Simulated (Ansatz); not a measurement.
Working through the interaction energy of a dimer with the counterpoise correction of CH₄, SMILES C

With Ansatz 0.2.0 through its Python package.

The cells in order, each with its output:

In [1]:
```python
from dataclasses import dataclass

import ansatz as az
```

In [2]:
```python
@dataclass(frozen=True)
class RunConfig:
    basis: str = "cc-pVDZ"
    functional: str = "hf"
```

In [3]:
```python
settings = RunConfig()
```

In [4]:
```python
FIRST = [
    ("C", (0.0, 0.0, 0.0)),
    ("H", (0.1579, -0.2416, 1.0431)),
    ("H", (-0.9998, 0.3926, -0.1321)),
    ("H", (0.1189, -0.8934, -0.5992)),
    ("H", (0.7231, 0.7424, -0.3118)),
]
SECOND = [
    ("C", (1.6833, -1.9722, 2.4394)),
    ("H", (1.8173, -2.5472, 3.3464)),
    ("H", (2.3799, -1.1439, 2.4311)),
    ("H", (0.6707, -1.5923, 2.3992)),
    ("H", (1.8655, -2.6052, 1.5807)),
]

def energy(atoms, ghosts=()):
    molecule = az.Crystal.molecule()
    for symbol, xyz in atoms:
        molecule = molecule.atom(symbol, xyz)
    calc = (
        molecule.calculation()
        .basis(gaussian=settings.basis)
        .functional(settings.functional)
    )
    deck = calc.input()
    if ghosts:
        deck = deck.set(az.key.basis.gaussian.ghost_atoms, [{"symbol": s, "position_ang": list(xyz)} for s, xyz in ghosts])
    return az.Session.from_dict(deck).plan().execute().report["free_energy_ev"]
```

In [5]:
```python
# monomers in their own basis and in the basis of the dimer
both = energy(FIRST + SECOND)
alone = energy(FIRST) + energy(SECOND)
ghosted = energy(FIRST, SECOND) + energy(SECOND, FIRST)
print(f"dimer {both:.6f} eV")
print(f"interaction, uncorrected   {(both - alone):8.3f} eV")
print(f"interaction, counterpoise  {(both - ghosted):8.3f} eV")
print(f"basis-set superposition    {(alone - ghosted):8.3f} eV")
```
```text
dimer -2187.618562 eV
interaction, uncorrected      0.096 eV
interaction, counterpoise     0.098 eV
basis-set superposition       0.003 eV
```

Uncorrected it is 0.096 eV, with the counterpoise correction 0.098 eV; the difference, 0.00 eV, is the superposition error. In this basis both values are repulsive.

Total energies depend on the basis set; only differences at equal settings carry meaning. The dimer is a generated trial pose of unrelaxed monomers, not a minimum, so the figure is no binding energy, and the basis set is small. Hartree-Fock leaves correlation out, so bond, atomisation and ionisation energies come out well too low. This level lacks the dispersion part of the attraction (electrostatics and induction are there), which can decide the sign where the interaction is weak. The whole script took 1.3 s on 1 thread of Arm Neoverse V1 (shared host), peak memory 0.17 GiB.
